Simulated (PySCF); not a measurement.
Species: C₅H₆.
SMILES with atom numbers: `[CH2:1]=[CH:2][C:3]#[C:4][CH3:5]` (hydrogens: H6, H7 on C1; H8 on C2; H9, H10, H11 on C5)

Computed geometry: GFN2-xTB, gas phase.

What internal coordinates does the optimisation give?

```tsv
bond	length (Å)	order
C1=C2	1.328	double
C2–C3	1.411	single
C3≡C4	1.203	triple
C4–C5	1.445	single
C1–H6	1.077	single
C1–H7	1.077	single
C2–H8	1.084	single
C5–H9, C5–H10, C5–H11	1.090	single
```

Bonds in one row agree within 0.01 Å and their mean is given. Orders are formal, as drawn. A selection of angles:
```tsv
angle	degrees
C2–C1–H6	121.6
C2–C1–H7	121.6
H6–C1–H7	116.8
C1–C2–C3	123.6
C1–C2–H8	121.0
C3–C2–H8	115.4
C2–C3–C4	179.2
C3–C4–C5	179.8
C4–C5–H9	110.1
H9–C5–H10	109.0
```

The 5 heavy atoms lie in one plane (0.001 Å rms). The 4 C–C bonds span 1.203 Å (C3≡C4, drawn triple) to 1.445 Å (C4–C5, drawn single), a spread of 0.242 Å.

Whether it is a minimum is left open (no frequencies).
